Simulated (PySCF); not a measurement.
# Ionisation energy of Mg by level of theory

Mg [Ne] 3s2 (1S) → Mg⁺ [Ne] 3s1 (2S), as a difference of total energies. Computed with PySCF 2.14 in aug-cc-pCVQZ (10s9p7d5f3g, 134 functions), with no relativity, point nucleus. Correlated levels: valence: [Ne] frozen; valence and next inner shell: 1s2 frozen; nothing frozen. The calculations carry no spin-orbit coupling.

| method | ionisation energy (eV) | error (eV) |
| --- | --- | --- |
| UHF | 6.605 | -1.041 |
| LDA | 7.721 | +0.075 |
| PBE | 7.611 | -0.035 |
| PBE0 | 7.540 | -0.106 |
| r2SCAN | 7.371 | -0.275 |
| PBEsol | 7.526 | -0.120 |
| MN15 | 7.626 | -0.020 |
| wB97X-V | 7.527 | -0.119 |
| MP2 (valence) | 7.273 | -0.373 |
| SCS-MP2 (valence) | 7.407 | -0.239 |
| MP2 (valence and next inner shell) | 7.409 | -0.237 |
| SCS-MP2 (valence and next inner shell) | 7.512 | -0.134 |
| MP2 (all electrons) | 7.408 | -0.238 |
| SCS-MP2 (all electrons) | 7.512 | -0.134 |

Reference: 7.646 eV (measured; NIST Atomic Spectra Database, ionization energies).
